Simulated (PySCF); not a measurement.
Rock-salt NaCl was calculated with MP2 in PySCF (GTH pseudopotentials, Gaussian basis).

The cell has the measured lattice parameters. Conventional cell: a = 5.6401 Å, b = 5.6401 Å, c = 5.6401 Å, α = 90.00°, β = 90.00°, γ = 90.00°.

The correlation energy at a fixed k mesh 2×2×2:

```tsv
basis	value (eV/atom)
DZ	-1.9524
TZ	-2.9049
QZ	-3.2317
```

Task: Taking the value to converge with the cardinal number X as X^(−3), extrapolate from the last two rows.

Result: With y = y∞ + c/w and weights w = 27 and 64 for the last two rows, y∞ = (w2 y2 − w1 y1)/(w2 − w1) = (64 × -3.2317 − 27 × -2.9049)/37 = -3.4702 eV/atom, which lies 0.2385 beyond the last row. Successive pairs of rows give -3.3060, -3.4702. The limit also hangs on the law assumed, so its last digits aren't firm.

The other settings are not extrapolated, so this is the limit in one setting alone.
